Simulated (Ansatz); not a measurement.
**B2H+ (triplet): wave-function methods side by side, cc-pVDZ**

Aim: climb from Hartree-Fock through coupled cluster for B2H+ (triplet) at one geometry and basis, and see what each rung misses.

Program: Ansatz 0.2.0, Gaussian basis. Level of theory: cc-pVDZ, core rule «outside noble gas», up to 2 orbitals frozen. These are calculated values, not measurements.

Plan: UHF; CCSD(T) on ROHF; CCSD(T) on UHF; BCCD(T) on ROHF; CISD; CCSDT(Q) on ROHF; CCSDT(Q) on UHF; Full CI.

25 further runs of the same task are left out: 4 for a known fault of the program, 9 that didn't finish, 12 set aside as unsound or not needed.

## 1. What is computed

The geometry is a PBE0/def2-TZVP stationary point (not a proven minimum) of the parent state, kept for this charge and spin.

3 atoms, charge 1, spin multiplicity 3.

Atoms are counted from 1 here; the program's logs count them from 0.

Bond lengths: B1–B2 1.523 Å, B1–H3 1.177 Å. Angles: B2–B1–H3 180.0°.

Coordinates:

```
B     0.0000    0.0000    0.1151
B     0.0000    0.0000   -1.4076
H     0.0000    0.0000    1.2925
```

In the tables R marks a restricted open-shell determinant and U an unrestricted one; energies count from the table's Hartree-Fock row.

## 2. UHF

The input, in.yaml:

```yaml
crystal:
  periodic: [false, false, false]
  atoms:
    - {symbol: B, position_ang: [0.000000, 0.000000, 0.115089]}
    - {symbol: B, position_ang: [0.000000, 0.000000, -1.407623]}
    - {symbol: H, position_ang: [0.000000, 0.000000, 1.292533]}
basis:
  gaussian: {orbitals: cc-pVDZ}
total_charge: 1
magnetization: {spin_polarized: true, initial_magnetization: 2}
hamiltonian: {xc: hf}
output: {orbitals: {seedname: orbitals}}
```

On the command line:

```
$ ansatz run in.yaml --threads 1 --pin off --events-out ev --progress --plain --max-ram 2393MiB
```

The log of the run:

```text
Functional definition: HF
  name "HF"
  cite "Fock, Z. Phys. 61, 126 (1930) doi:10.1007/BF01340294"
  parent pbe
  exchange = exact_x
  correlation = 0
308 factors; integrals over basis functions are off by at most 1.3e-3 eV
mean field evaluation 1: about -1345.0489 eV, gradient 9.1e0 eV
mean field evaluation 2: about -1345.0497 eV, gradient 9.1e0 eV
mean field evaluation 4: about -1346.2973 eV, gradient 1.3e0 eV
mean field evaluation 8: about -1346.3570 eV, gradient 2.9e-2 eV
mean field evaluation 16: about -1346.3570 eV, gradient 5.1e-5 eV
mean field -1346.35695320 eV, -49.4777054367 hartree, gradient 5.1e-5 eV, S^2 2.003374; 0 other end points of the search recorded, 0 dependent functions left out
reference -1346.35695320 eV, -49.4777054367 hartree; 6, 4 occupied and 27, 29 virtual orbitals, 308 factors
Total energy: -1346.35695320 eV, -49.4777054367 hartree
```

Run time: 0.12 s. Hardware: 1 thread of Arm Neoverse V2, shared host.

From the report: ⟨S²⟩ of the determinant 2.003 (pure triplet: 2.00).

## 3. CCSD(T) on ROHF

in.yaml: that of step 2 with these lines changed.

```diff
@@ -9,4 +9,4 @@
 total_charge: 1
-magnetization: {spin_polarized: true, initial_magnetization: 2}
-hamiltonian: {xc: hf}
-output: {orbitals: {seedname: orbitals}}
+magnetization: {spin_polarized: false, initial_magnetization: 2}
+correlation: {method: ccsd_t, electrons: outside_noble_gas}
+output: {forces: true}
```

Launched as before.

The log of the run (excerpt; [...] marks lines left out):

```text
Functional definition: HF
  name "HF"
  cite "Fock, Z. Phys. 61, 126 (1930) doi:10.1007/BF01340294"
  parent pbe
[...]
308 factors; integrals over basis functions are off by at most 1.3e-3 eV
[...]
mean field -1346.31422411 eV, -49.4761351716 hartree, gradient 2.4e-6 eV, S^2 2.000000; 3 other end points of the search recorded, 0 dependent functions left out
[...]
determinant -1346.31422411 eV, -49.4761351716 hartree, with singles and doubles -1349.09437862 eV, -49.5783039652 hartree
determinant -1344.33216625 eV, -49.4032958886 hartree, with singles and doubles -1347.62168567 eV, -49.5241834977 hartree
2 core orbitals not correlated: weight in the atoms' cores, before any rotation towards them, 1.000 or more for the frozen orbitals, at most 0.000 for the correlated occupied ones
reference -1346.31422411 eV, -49.4761351716 hartree; 4, 2 occupied and 27, 29 virtual orbitals, 308 factors
second order -2.07001191 eV of doubles, -0.02868885 eV of singles
cycle   1  -2.76791138 eV  change   -1.2e-1 eV  update   1.7e-2
[...]
cycle  11  -2.78549898 eV  change   -1.4e-7 eV  update   5.4e-7
perturbative correction -0.06105488 eV, -0.0022437253 hartree
[...]
Total energy: -1349.16077797 eV, -49.5807440964 hartree
Atom 0 at     0.000000     0.000000     0.115089 Å, force    -0.000000     0.000000     3.900471 eV/Å
Atom 1 at     0.000000     0.000000    -1.407623 Å, force     0.000000     0.000000    -4.192187 eV/Å
Atom 2 at     0.000000     0.000000     1.292533 Å, force     0.000000    -0.000000     0.291716 eV/Å
Dipole moment:     0.000000    -0.000000     0.010315 e Å
```

Wall time 0.93 s (1 thread of Arm Neoverse V2, shared host).

From the report: correlation -2.8466 eV; T1 0.020; largest double amplitude 0.07.

## 4. CCSD(T) on UHF

in.yaml: that of step 3 with these lines changed.

```diff
@@ -9,3 +9,3 @@
 total_charge: 1
-magnetization: {spin_polarized: false, initial_magnetization: 2}
+magnetization: {spin_polarized: true, initial_magnetization: 2}
 correlation: {method: ccsd_t, electrons: outside_noble_gas}
```

Same command.

The log of the run (excerpt; [...] marks lines left out):

```text
Functional definition: HF
  name "HF"
  cite "Fock, Z. Phys. 61, 126 (1930) doi:10.1007/BF01340294"
  parent pbe
[...]
308 factors; integrals over basis functions are off by at most 1.3e-3 eV
[...]
mean field -1346.35695320 eV, -49.4777054367 hartree, gradient 2.5e-6 eV, S^2 2.003374; 3 other end points of the search recorded, 0 dependent functions left out
determinant -1346.35695320 eV, -49.4777054367 hartree, with singles and doubles -1349.09699510 eV, -49.5784001193 hartree
determinant -1344.49775759 eV, -49.4093812582 hartree, with singles and doubles -1347.59713571 eV, -49.5232813030 hartree
2 core orbitals not correlated: weight in the atoms' cores, before any rotation towards them, 1.000 or more for the frozen orbitals, at most 0.000 for the correlated occupied ones
reference -1346.35695320 eV, -49.4777054367 hartree; 4, 2 occupied and 27, 29 virtual orbitals, 308 factors
second order -2.05865654 eV of doubles, -0.00000000 eV of singles
cycle   1  -2.72724761 eV  change   -1.3e-1 eV  update   1.7e-2
[...]
cycle  11  -2.74419810 eV  change   -5.1e-8 eV  update   5.0e-7
perturbative correction -0.06009253 eV, -0.0022083598 hartree
[...]
Total energy: -1349.16124384 eV, -49.5807612167 hartree
Atom 0 at     0.000000     0.000000     0.115089 Å, force     0.000000     0.000000     3.901024 eV/Å
Atom 1 at     0.000000     0.000000    -1.407623 Å, force    -0.000000    -0.000000    -4.192565 eV/Å
Atom 2 at     0.000000     0.000000     1.292533 Å, force    -0.000000    -0.000000     0.291541 eV/Å
Dipole moment:     0.000000    -0.000000     0.010325 e Å
```

Run time: 0.87 s. Hardware: 1 thread of Arm Neoverse V2, shared host.

From the report: ⟨S²⟩ of the determinant 2.003 (pure triplet: 2.00); correlation -2.8043 eV; T1 0.017; largest double amplitude 0.07.

## 5. BCCD(T) on ROHF

in.yaml: that of step 4 with these lines changed.

```diff
@@ -9,4 +9,3 @@
 total_charge: 1
-magnetization: {spin_polarized: true, initial_magnetization: 2}
-correlation: {method: ccsd_t, electrons: outside_noble_gas}
-output: {forces: true}
+magnetization: {spin_polarized: false, initial_magnetization: 2}
+correlation: {method: bccd_t, electrons: outside_noble_gas}
```

The command is unchanged.

The log of the run (excerpt; [...] marks lines left out):

```text
Functional definition: HF
  name "HF"
  cite "Fock, Z. Phys. 61, 126 (1930) doi:10.1007/BF01340294"
  parent pbe
[...]
308 factors; integrals over basis functions are off by at most 1.3e-3 eV
[...]
mean field -1346.31422411 eV, -49.4761351716 hartree, gradient 2.4e-6 eV, S^2 2.000000; 3 other end points of the search recorded, 0 dependent functions left out
[...]
determinant -1346.31422411 eV, -49.4761351716 hartree, with singles and doubles -1349.09437862 eV, -49.5783039652 hartree
determinant -1344.33216625 eV, -49.4032958886 hartree, with singles and doubles -1347.62168567 eV, -49.5241834977 hartree
2 core orbitals not correlated: weight in the atoms' cores, before any rotation towards them, 1.000 or more for the frozen orbitals, at most 0.000 for the correlated occupied ones
reference -1346.31422411 eV, -49.4761351716 hartree; 4, 2 occupied and 27, 29 virtual orbitals, 308 factors
second order -2.07001191 eV of doubles, -0.02868885 eV of singles
cycle   1  -2.77265536 eV  change   -1.3e-1 eV  update   1.7e-2
[...]
cycle   9  -2.78576610 eV  change    3.3e-6 eV  update   4.1e-6
perturbative correction -0.06128335 eV, -0.0022521216 hartree
Total energy: -1349.16127357 eV, -49.5807623093 hartree
```

Wall time 0.54 s (1 thread of Arm Neoverse V2, shared host).

From the report: correlation -2.8470 eV; largest double amplitude 0.07.

## 6. CISD

in.yaml: that of step 5 with these lines changed.

```diff
@@ -10,2 +10,2 @@
 magnetization: {spin_polarized: false, initial_magnetization: 2}
-correlation: {method: bccd_t, electrons: outside_noble_gas}
+correlation: {active_space: {ras: {orbitals: [2, 2, 27], electrons: 6, max_holes: 2, max_particles: 2}, fixed_orbitals: true}}
```

Same command.

The log of the run:

```text
Functional definition: HF
  name "HF"
  cite "Fock, Z. Phys. 61, 126 (1930) doi:10.1007/BF01340294"
  parent pbe
  exchange = exact_x
  correlation = 0
308 factors; integrals over basis functions are off by at most 1.3e-3 eV
mean field evaluation 1: about -1344.9770 eV, gradient 9.6e0 eV
mean field evaluation 2: about -1344.9778 eV, gradient 9.6e0 eV
mean field evaluation 4: about -1346.2846 eV, gradient 1.0e0 eV
mean field evaluation 8: about -1346.3142 eV, gradient 2.6e-3 eV
mean field evaluation 16: about -1346.3142 eV, gradient 6.1e-6 eV
mean field -1346.31422411 eV, -49.4761351716 hartree, gradient 2.4e-6 eV, S^2 2.000000; 2 other end points of the search recorded, 0 dependent functions left out
reference -1346.31422411 eV, -49.4761351716 hartree; 6, 4 occupied and 27, 29 virtual orbitals, 308 factors
state -1349.02804037 eV, -49.5758660795 hartree
Total energy: -1349.02804037 eV, -49.5758660795 hartree
```

It took 0.63 s on 1 thread of Arm Neoverse V2, shared host.

From the report: 8,248 determinants.

## 7. CCSDT(Q) on ROHF

in.yaml: that of step 6 with these lines changed.

```diff
@@ -10,2 +10,2 @@
 magnetization: {spin_polarized: false, initial_magnetization: 2}
-correlation: {active_space: {ras: {orbitals: [2, 2, 27], electrons: 6, max_holes: 2, max_particles: 2}, fixed_orbitals: true}}
+correlation: {method: ccsdt_q, electrons: outside_noble_gas}
```

Launched as before.

The log of the run (excerpt; [...] marks lines left out):

```text
Functional definition: HF
  name "HF"
  cite "Fock, Z. Phys. 61, 126 (1930) doi:10.1007/BF01340294"
  parent pbe
[...]
564 factors; integrals over basis functions are off by at most 1.5e-7 eV
[...]
mean field -1346.31422797 eV, -49.4761353135 hartree, gradient 2.4e-6 eV, S^2 2.000000; 3 other end points of the search recorded, 0 dependent functions left out
[...]
determinant -1346.31422797 eV, -49.4761353135 hartree, with singles and doubles -1349.09438512 eV, -49.5783042041 hartree
determinant -1344.33217393 eV, -49.4032961709 hartree, with singles and doubles -1347.62169607 eV, -49.5241838796 hartree
2 core orbitals not correlated: weight in the atoms' cores, before any rotation towards them, 1.000 or more for the frozen orbitals, at most 0.000 for the correlated occupied ones
reference -1346.31422797 eV, -49.4761353135 hartree; 4, 2 occupied and 27, 29 virtual orbitals, 564 factors
second order -2.07001818 eV of doubles, -0.02868889 eV of singles
cycle   1  -2.56574874 eV  change   -4.7e-1 eV  update   5.7e-2
[...]
cycle  15  -2.86769651 eV  change    3.9e-7 eV  update   6.4e-7
perturbative correction -0.00201376 eV, -0.0000740043 hartree
Total energy: -1349.18393824 eV, -49.5815952206 hartree
```

It took 2.8 s on 1 thread of Arm Neoverse V2, shared host.

From the report: correlation -2.8697 eV; T1 0.022; largest double amplitude 0.07.

## 8. CCSDT(Q) on UHF

in.yaml: that of step 7 with these lines changed.

```diff
@@ -9,3 +9,3 @@
 total_charge: 1
-magnetization: {spin_polarized: false, initial_magnetization: 2}
+magnetization: {spin_polarized: true, initial_magnetization: 2}
 correlation: {method: ccsdt_q, electrons: outside_noble_gas}
```

Same command.

The log of the run (excerpt; [...] marks lines left out):

```text
Functional definition: HF
  name "HF"
  cite "Fock, Z. Phys. 61, 126 (1930) doi:10.1007/BF01340294"
  parent pbe
[...]
564 factors; integrals over basis functions are off by at most 1.5e-7 eV
[...]
mean field -1346.35695716 eV, -49.4777055821 hartree, gradient 2.5e-6 eV, S^2 2.003374; 3 other end points of the search recorded, 0 dependent functions left out
determinant -1346.35695716 eV, -49.4777055821 hartree, with singles and doubles -1349.09700197 eV, -49.5784003715 hartree
determinant -1344.49776485 eV, -49.4093815251 hartree, with singles and doubles -1347.59714564 eV, -49.5232816680 hartree
2 core orbitals not correlated: weight in the atoms' cores, before any rotation towards them, 1.000 or more for the frozen orbitals, at most 0.000 for the correlated occupied ones
reference -1346.35695716 eV, -49.4777055821 hartree; 4, 2 occupied and 27, 29 virtual orbitals, 564 factors
second order -2.05866268 eV of doubles, -0.00000000 eV of singles
cycle   1  -2.52391672 eV  change   -4.7e-1 eV  update   5.6e-2
[...]
cycle  15  -2.82531505 eV  change    4.9e-7 eV  update   6.6e-7
perturbative correction -0.00198511 eV, -0.0000729515 hartree
Total energy: -1349.18425732 eV, -49.5816069467 hartree
```

It took 2.6 s on 1 thread of Arm Neoverse V2, shared host.

From the report: ⟨S²⟩ of the determinant 2.003 (pure triplet: 2.00); correlation -2.8273 eV; T1 0.018; largest double amplitude 0.07.

## 9. Full CI

in.yaml: that of step 8 with these lines changed.

```diff
@@ -9,3 +9,4 @@
 total_charge: 1
-magnetization: {spin_polarized: true, initial_magnetization: 2}
-correlation: {method: ccsdt_q, electrons: outside_noble_gas}
+magnetization: {spin_polarized: false, initial_magnetization: 2}
+correlation: {method: fci, electrons: outside_noble_gas}
+output: {forces: true}
```

Same command.

The log of the run (excerpt; [...] marks lines left out):

```text
Functional definition: HF
  name "HF"
  cite "Fock, Z. Phys. 61, 126 (1930) doi:10.1007/BF01340294"
  parent pbe
[...]
564 factors; integrals over basis functions are off by at most 1.5e-7 eV
[...]
mean field -1346.31422797 eV, -49.4761353135 hartree, gradient 2.4e-6 eV, S^2 2.000000; 2 other end points of the search recorded, 0 dependent functions left out
[...]
2 core orbitals not correlated: weight in the atoms' cores, before any rotation towards them, 1.000 or more for the frozen orbitals, at most 0.000 for the correlated occupied ones
reference -1346.31422797 eV, -49.4761353135 hartree; 4, 2 occupied and 27, 29 virtual orbitals, 564 factors
state -1349.18463687 eV, -49.5816208947 hartree
[...]
Total energy: -1349.18463687 eV, -49.5816208947 hartree
Atom 0 at     0.000000     0.000000     0.115089 Å, force     0.000000    -0.000000     3.923677 eV/Å
Atom 1 at     0.000000     0.000000    -1.407623 Å, force    -0.000000     0.000000    -4.228439 eV/Å
Atom 2 at     0.000000     0.000000     1.292533 Å, force     0.000000    -0.000000     0.304762 eV/Å
Dipole moment:    -0.000000    -0.000000     0.011304 e Å
```

It took 53 s on 1 thread of Arm Neoverse V2, shared host; peak memory 0.57 GiB.

From the report: 5,050,836 determinants, symmetry B1.

## 10. Natural occupations

Natural occupations of the FCI state about the gap (report; correlated orbitals 1 to 10): 1.955, 1.938, 0.990, 0.983, 0.030, 0.024, 0.020, 0.012, 0.012, 0.006. The count of effectively unpaired electrons, Σ n²(2 − n)², is 2.03; a single determinant of this spin has 2.

## 11. The ladder

The yardstick is full CI for this spin, exact in this basis with these frozen cores. Rows without a time come out of other runs: HF, MP2 and CCSD of CCSD(T), CCSDT of CCSDT(Q). The times of RCCSD(T), UCCSD(T), FCI include forces.

Differences are taken before rounding.

```csv
method,energy from the lowest RHF (meV),from FCI (meV),time
RHF,0.0,+2870.4,
UHF,-42.7,+2827.7,
RMP2,-2098.7,+771.7,
UMP2,-2101.4,+769.0,
CISD,-2713.8,+156.6,0.63 s
RCCSD,-2785.5,+84.9,
UCCSD,-2786.9,+83.5,
RCCSD(T),-2846.6,+23.9,0.93 s
UCCSD(T),-2847.0,+23.4,0.87 s
BCCD(T),-2847.0,+23.4,0.54 s
RCCSDT,-2867.7,+2.7,
UCCSDT,-2868.0,+2.4,
RCCSDT(Q),-2869.7,+0.7,2.8 s
UCCSDT(Q),-2870.0,+0.4,2.6 s
FCI,-2870.4,0,53 s
```

Among the levels timed on like hardware and quicker than the yardstick, those that no quicker one beats, quickest first: BCCD(T) (0.54 s, +23.4 meV); UCCSDT(Q) (2.6 s, +0.4 meV). Runs this short are mostly start-up, so their order is noise.

## 12. Outcome

| quantity | value |
| --- | --- |
| FCI below the RHF energy | -2.8704 eV |
| RMP2 from FCI | +771.7 meV |
| UMP2 from FCI | +769.0 meV |
| RCCSD from FCI | +84.9 meV |
| RCCSD(T) from FCI | +23.9 meV |
| UCCSD(T) from FCI | +23.4 meV |
| RCCSDT(Q) from FCI | +0.7 meV |
| UCCSDT(Q) from FCI | +0.4 meV |
| levels within 1 kcal/mol (43 meV) | RCCSD(T), UCCSD(T), BCCD(T), RCCSDT, UCCSDT, RCCSDT(Q), UCCSDT(Q) |
| T1 diagnostic | 0.020 |
| effectively unpaired electrons | 2.03 |

**Reading.** RCCSD(T) misses by +23.9 meV, 0.8 % of the correlation energy. One determinant dominates. These misses are within one basis, not against nature; the frozen cores of restricted and unrestricted runs differ, which can shift their rows.
